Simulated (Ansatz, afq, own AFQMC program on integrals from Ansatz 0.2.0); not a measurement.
Integrals from Ansatz 0.2.0, then the random walk in our own AFQMC program (afq).

```yaml
crystal:
  periodic: [false, false, false]
  atoms:
    - {symbol: Al, position_ang: [0.000000, 0.000000, -0.102095]}
    - {symbol: H, position_ang: [0.000000, 0.899579, 1.366496]}
    - {symbol: H, position_ang: [0.000000, -0.899579, 1.366496]}
basis:
  gaussian: {orbitals: cc-pVDZ}
total_charge: 1
magnetization: {spin_polarized: true, initial_magnetization: 2}
correlation: {method: ccsd_t, electrons: outside_noble_gas, hamiltonian_folder: ham}
```

```sh
$ ansatz run in.yaml --threads 1 --pin off --events-out ev --progress --plain --max-ram 1843MiB
```

Options of the walk:

```
--method free --trial cisd --walkers 130 --time-step 0.03 --max-blocks 80 --target-error 0.00024 --factor-cut 1e-05 --seed 1573 --times 0,0.3,0.6,1.2,1.8,2.4,3.6,4.8,6 --taylor-order 8
```

Times are imaginary, in 1/Eh. The walk had a cap of 533 s.

Output of the walk:

```
orbitals 23  electrons 3 1  factors 158 of 267
reference energy -242.68680988 Eh
CCSD correlation -0.05083157 Eh in 12 cycles, weight of the determinant in the CISD state 0.9462
repeat  energy at the last time / Eh  error
    10  -242.739098  0.000056
    20  -242.738988  0.000053
    30  -242.738952  0.000043
time / (1/Eh)  energy / Eh  error  mean overlap
  0.00  -242.737637  0.000003  1.0564
  0.30  -242.738155  0.000015  1.0593
  0.60  -242.738461  0.000018  1.0564
  1.20  -242.738701  0.000026  1.0577
  1.80  -242.738837  0.000032  1.0556
  2.40  -242.738860  0.000036  1.0575
  3.60  -242.738913  0.000033  1.0557
  4.80  -242.738898  0.000051  1.0654
  6.00  -242.738932  0.000046  1.0644
energy -242.738932 +/- 0.000046 Eh
```

The run passed its tests (error under three times the target), which doesn't prove that it has relaxed.

Against this walk (error 1.2 meV) on the same determinant: CCSD(T) 11.1 meV higher, CCSDT(Q) 0.6 meV lower (within the noise), full CI 0.6 meV lower (within the noise). The error is statistical, and a free projection of finite length keeps a remainder of its start.

Cautions: remainder of the start not in the error; lower spins were not checked.

The walk took 35 s on 1 thread of Intel(R) Xeon(R) 6975P-C (Granite Rapids) (shared host). The log's last line is the free-projection energy.

CCSDT and higher add their correlation energy to the determinant of the CCSD(T) run, since their own runs factorise the integrals more tightly (a shift of under 2 meV). A walk keeps the symmetry of its determinant, which the program's search chose and which needn't be the lowest solution, so a lower state of the same spin and another symmetry isn't excluded.
